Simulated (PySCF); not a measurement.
SO2: adding exact exchange

Base calculation in PySCF with density fitting and no spin–orbit coupling, PBE/def2-TZVP (no relativity): singlet, C2v, S–O 1.457 Å (×2); O–S–O 118.9°; wavenumbers 493, 1115, 1310 cm⁻¹; dipole moment 1.60 D, gap between the highest occupied and lowest empty levels 3.46 eV, polar-tensor charge of S 0.99 e, atomisation energy (no zero-point energy) 1166 kJ/mol.

Task: What changes on going to PBE0/def2-TZVP (no relativity)?

Result: The point group stays the same. Changes: mean bond to S -0.026 Å, smallest bond angle 0.0 degrees, highest wavenumber +111 cm⁻¹, lowest wavenumber +39 cm⁻¹, dipole moment +0.09 D, gap between the highest occupied and lowest empty levels +2.71 eV, polar-tensor charge of S +0.12 e, atomisation energy (no zero-point energy) -116 kJ/mol. The new structure has S–O 1.431 Å (×2); O–S–O 118.9°, with wavenumbers 532, 1218, 1421 cm⁻¹. Exact exchange shortens and stiffens the bonds and opens the gap, the usual pattern.

The structures come from searches over a few start shapes, so lower isomers are not excluded.
